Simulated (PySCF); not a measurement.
# HCl⁺: script and output

File input.py (PySCF 2.14):

```python
from pyscf import gto, dft
from pyscf.geomopt.geometric_solver import optimize

mol = gto.M(
    atom='H 0 0 0; Cl 0 0 1.39',
    basis='pcseg-2',
    charge=1,
    spin=1,
    verbose=4,
)
mf = dft.UKS(mol, xc='mn15l')
mf.kernel()
g = mf.nuc_grad_method()
g.grid_response = True
mol_eq = optimize(g.as_scanner(), maxsteps=30)
print('optimised geometry (angstrom)')
print(mol_eq.tostring('raw'))
print('orbital energies (hartree):', [e[max(0, n-3):n+3].round(4) for e, n in zip(mf.mo_energy, mol.nelec)])
```

```bash
$ python input.py
```

Output (some set-up lines and the per-cycle HOMO/LUMO lines with their warnings removed):

```
PySCF version 2.14.0

[INPUT] Symbol           X                Y                Z      unit          X                Y                Z       unit  Magmom
[INPUT]  1 H      0.000000000000   0.000000000000   0.000000000000 AA    0.000000000000   0.000000000000   0.000000000000 Bohr   0.0
[INPUT]  2 Cl     0.000000000000   0.000000000000   1.390000000000 AA    0.000000000000   0.000000000000   2.626719313145 Bohr   0.0

nuclear repulsion = 6.47195150046043
number of shells = 7
number of NR pGTOs = 82
number of NR cGTOs = 48
basis = pcseg-2
ecp = {}

******** <class 'pyscf.dft.uks.UKS'> ********
method = UKS
initial guess = minao
damping factor = 0
level_shift factor = 0
DIIS = <class 'pyscf.scf.diis.CDIIS'>
SCF conv_tol = 1e-09
SCF max_cycles = 50
number electrons alpha = 9  beta = 8
XC functionals = mn15l

grids dens level: 3
tot grids = 28688
init E= -460.663555257456

cycle= 1 E= -460.273570013683  delta_E= 0.39  |g|= 0.245  |ddm|= 0.784
cycle= 2 E= -460.3014914591  delta_E= -0.0279  |g|= 0.139  |ddm|= 0.416
cycle= 3 E= -460.308789489473  delta_E= -0.0073  |g|= 0.0157  |ddm|= 0.135
cycle= 4 E= -460.308908551014  delta_E= -0.000119  |g|= 0.00787  |ddm|= 0.0185
cycle= 5 E= -460.30894326606  delta_E= -3.47e-05  |g|= 0.00297  |ddm|= 0.00893
cycle= 6 E= -460.308947867816  delta_E= -4.6e-06  |g|= 0.000245  |ddm|= 0.00245
cycle= 7 E= -460.308947916019  delta_E= -4.82e-08  |g|= 4.86e-05  |ddm|= 0.000318
cycle= 8 E= -460.308947918121  delta_E= -2.1e-09  |g|= 1e-05  |ddm|= 6.55e-05
cycle= 9 E= -460.308947918243  delta_E= -1.22e-10  |g|= 1.63e-06  |ddm|= 1.78e-05
Extra cycle  E= -460.308947918247  delta_E= -3.52e-12  |g|= 8.9e-07  |ddm|= 2.83e-06
converged SCF energy = -460.308947918247  <S^2> = 0.75835761  2S+1 = 2.0083402
Create scanner for <class 'pyscf.grad.uks.Gradients'>
Create scanner for <class 'pyscf.dft.uks.UKS'>
input.py

Current date and time:

#|     Arguments passed to driver run_optimizer():      |#
customengine              <pyscf.geomopt.geometric_solver.PySCFEngine object>
logIni                    <dir>
maxiter                   30
----------------------------------------------------------
Custom engine selected.
Bonds will be generated from interatomic distances less than 1.20 times sum of covalent radii
6 internal coordinates being used (instead of 6 Cartesians)
Internal coordinate system (atoms numbered from 1):
Distance 1-2
Translation-X 1-2
Translation-Y 1-2
Translation-Z 1-2
Rotation-A 1-2
Rotation-B 1-2
Rotation-C 1-2
<class 'geometric.internal.Distance'> : 1
<class 'geometric.internal.TranslationX'> : 1
<class 'geometric.internal.TranslationY'> : 1
<class 'geometric.internal.TranslationZ'> : 1
<class 'geometric.internal.RotationA'> : 1
<class 'geometric.internal.RotationB'> : 1
<class 'geometric.internal.RotationC'> : 1
> ===== Optimization Info: ====
> Job type: Energy minimization
> Maximum number of optimization cycles: 30
> Initial / maximum trust radius (Angstrom): 0.100 / 0.300
> Convergence Criteria:
> Will converge when all 5 criteria are reached:
>  |Delta-E| < 1.00e-06
>  RMS-Grad  < 3.00e-04
>  Max-Grad  < 4.50e-04
>  RMS-Disp  < 1.20e-03
>  Max-Disp  < 1.80e-03
> === End Optimization Info ===

Geometry optimization cycle 1
Cartesian coordinates (Angstrom)
 Atom        New coordinates             dX        dY        dZ
   H   0.000000   0.000000   0.000000    0.000000  0.000000  0.000000
  Cl   0.000000   0.000000   1.390000    0.000000  0.000000  0.000000

WARN: Mole.unit (angstrom) is changed to Bohr

New geometry
   1 H      0.000000000000   0.000000000000   0.000000000000 AA    0.000000000000   0.000000000000   0.000000000000 Bohr
   2 Cl     0.000000000000   0.000000000000   1.390000000000 AA    0.000000000000   0.000000000000   2.626719313145 Bohr

******** <class 'pyscf.scf.hf.UKS_Scanner'> ********
method = UKS_Scanner
initial guess = minao
damping factor = 0
level_shift factor = 0
DIIS = <class 'pyscf.scf.diis.CDIIS'>
SCF conv_tol = 1e-09
SCF max_cycles = 50
number electrons alpha = 9  beta = 8
XC functionals = mn15l

grids dens level: 3
tot grids = 28688
init E= -460.308947918247
cycle= 1 E= -460.308947918247  delta_E= -6.82e-13  |g|= 6.63e-07  |ddm|= 1.76e-06
Extra cycle  E= -460.308947918247  delta_E= 6.82e-13  |g|= 5.89e-07  |ddm|= 1.47e-06
converged SCF energy = -460.308947918247  <S^2> = 0.75835767  2S+1 = 2.0083403

******** <class 'pyscf.grad.rhf.Gradients_Scanner'> for <class 'pyscf.scf.hf.UKS_Scanner'> ********
unit = Eh/Bohr
grid_response = True
--------------- UKS_Scanner gradients ---------------
         x                y                z
0 H    -0.0000000000     0.0000000000    -0.0292051951
1 Cl     0.0000000000    -0.0000000000     0.0292051951
----------------------------------------------
cycle 1: E = -460.308947918  dE = -460.309  norm(grad) = 0.0413024
Step    0 : Gradient = 2.921e-02/2.921e-02 (rms/max) Energy = -460.3089479182
Hessian Eigenvalues: 5.00000e-02 5.00000e-02 5.00000e-02 ... 5.00000e-02 5.00000e-02 2.27941e-01

Geometry optimization cycle 2
Cartesian coordinates (Angstrom)
 Atom        New coordinates             dX        dY        dZ
   H   0.000000  -0.000000   0.033901    0.000000 -0.000000  0.033901
  Cl  -0.000000   0.000000   1.356099   -0.000000  0.000000 -0.033901
New geometry
   1 H      0.000000000000  -0.000000000000   0.033900749809 AA    0.000000000000  -0.000000000000   0.064063132556 Bohr
   2 Cl    -0.000000000000   0.000000000000   1.356099250191 AA   -0.000000000000   0.000000000000   2.562656180590 Bohr

******** <class 'pyscf.scf.hf.UKS_Scanner'> ********
method = UKS_Scanner
initial guess = minao
damping factor = 0
level_shift factor = 0
DIIS = <class 'pyscf.scf.diis.CDIIS'>
SCF conv_tol = 1e-09
SCF max_cycles = 50
number electrons alpha = 9  beta = 8
XC functionals = mn15l

grids dens level: 3
tot grids = 28688
init E= -460.353703878141
cycle= 1 E= -460.310778532169  delta_E= 0.0429  |g|= 0.019  |ddm|= 0.045
cycle= 2 E= -460.310897355124  delta_E= -0.000119  |g|= 0.0127  |ddm|= 0.0262
cycle= 3 E= -460.310969775389  delta_E= -7.24e-05  |g|= 0.00136  |ddm|= 0.00969
cycle= 4 E= -460.310970592295  delta_E= -8.17e-07  |g|= 0.000549  |ddm|= 0.00185
cycle= 5 E= -460.310970733493  delta_E= -1.41e-07  |g|= 4.09e-05  |ddm|= 0.0005
cycle= 6 E= -460.310970734772  delta_E= -1.28e-09  |g|= 7.32e-06  |ddm|= 4.49e-05
cycle= 7 E= -460.310970734834  delta_E= -6.16e-11  |g|= 1.37e-06  |ddm|= 1.19e-05
Extra cycle  E= -460.310970734835  delta_E= -1.59e-12  |g|= 7.04e-07  |ddm|= 2.06e-06
converged SCF energy = -460.310970734835  <S^2> = 0.7580422  2S+1 = 2.0080261

******** <class 'pyscf.grad.rhf.Gradients_Scanner'> for <class 'pyscf.scf.hf.UKS_Scanner'> ********
unit = Eh/Bohr
grid_response = True
--------------- UKS_Scanner gradients ---------------
         x                y                z
0 H     0.0000000000     0.0000000000    -0.0005224826
1 Cl    -0.0000000000    -0.0000000000     0.0005224826
----------------------------------------------
cycle 2: E = -460.310970735  dE = -0.00202282  norm(grad) = 0.000738902
Step    1 : Displace = 3.390e-02/3.390e-02 (rms/max) Trust = 1.000e-01 (=) Grad = 5.225e-04/5.225e-04 (rms/max) E (change) = -460.3109707348 (-2.023e-03) Quality = 1.081
Hessian Eigenvalues: 5.00000e-02 5.00000e-02 5.00000e-02 ... 5.00000e-02 5.00000e-02 2.23863e-01

Geometry optimization cycle 3
Cartesian coordinates (Angstrom)
 Atom        New coordinates             dX        dY        dZ
   H  -0.000000  -0.000000   0.034518   -0.000000 -0.000000  0.000618
  Cl   0.000000   0.000000   1.355482    0.000000  0.000000 -0.000618
New geometry
   1 H     -0.000000000000  -0.000000000000   0.034518283842 AA   -0.000000000000  -0.000000000000   0.065230102752 Bohr
   2 Cl     0.000000000000   0.000000000000   1.355481716158 AA    0.000000000000   0.000000000000   2.561489210393 Bohr

******** <class 'pyscf.scf.hf.UKS_Scanner'> ********
method = UKS_Scanner
initial guess = minao
damping factor = 0
level_shift factor = 0
DIIS = <class 'pyscf.scf.diis.CDIIS'>
SCF conv_tol = 1e-09
SCF max_cycles = 50
number electrons alpha = 9  beta = 8
XC functionals = mn15l

grids dens level: 3
tot grids = 28688
init E= -460.311813745039
cycle= 1 E= -460.310971150148  delta_E= 0.000843  |g|= 0.00036  |ddm|= 0.000889
cycle= 2 E= -460.310971193533  delta_E= -4.34e-08  |g|= 0.000239  |ddm|= 0.000499
cycle= 3 E= -460.310971218738  delta_E= -2.52e-08  |g|= 2.49e-05  |ddm|= 0.000181
cycle= 4 E= -460.310971219008  delta_E= -2.7e-10  |g|= 1.07e-05  |ddm|= 3.46e-05
Extra cycle  E= -460.310971219022  delta_E= -1.42e-11  |g|= 8.86e-06  |ddm|= 1.75e-05
converged SCF energy = -460.310971219022  <S^2> = 0.75803751  2S+1 = 2.0080214

******** <class 'pyscf.grad.rhf.Gradients_Scanner'> for <class 'pyscf.scf.hf.UKS_Scanner'> ********
unit = Eh/Bohr
grid_response = True
--------------- UKS_Scanner gradients ---------------
         x                y                z
0 H     0.0000000000     0.0000000000     0.0001080675
1 Cl    -0.0000000000    -0.0000000000    -0.0001080675
----------------------------------------------
cycle 3: E = -460.310971219  dE = -4.84187e-07  norm(grad) = 0.000152831
Step    2 : Displace = 6.175e-04/6.175e-04 (rms/max) Trust = 1.414e-01 (+) Grad = 1.081e-04/1.081e-04 (rms/max) E (change) = -460.3109712190 (-4.842e-07) Quality = 0.794
Hessian Eigenvalues: 5.00000e-02 5.00000e-02 5.00000e-02 ... 5.00000e-02 5.00000e-02 2.23863e-01
Converged! =D

    #| If this code has benefited your research, please support us by citing: |#
    #| Wang, L.-P.; Song, C.C. (2016) "Geometry optimization made simple with |#
    #| translation and rotation coordinates", J. Chem, Phys. 144, 214108.     |#
    #|                                     |#
optimised geometry (angstrom)
H          -0.00000000       -0.00000000        0.03451828
Cl          0.00000000        0.00000000        1.35548172
orbital energies (hartree): [array([-0.8145, -0.7404, -0.6967, -0.3438, -0.134 ,  0.0355]), array([-1.161 , -0.7926, -0.6691, -0.59  , -0.328 , -0.125 ])]
```

In short: E(SCF) = -460.308948 Eh, 9 cycles, ⟨S²⟩ = 0.758, all at the start geometry; optimised bond 1.321 Å with E = -460.310971 Eh after 3 steps.

Wall time 12 s on one thread of a shared host.

The last line lists the levels of the start geometry. No search for the lowest solution was made.
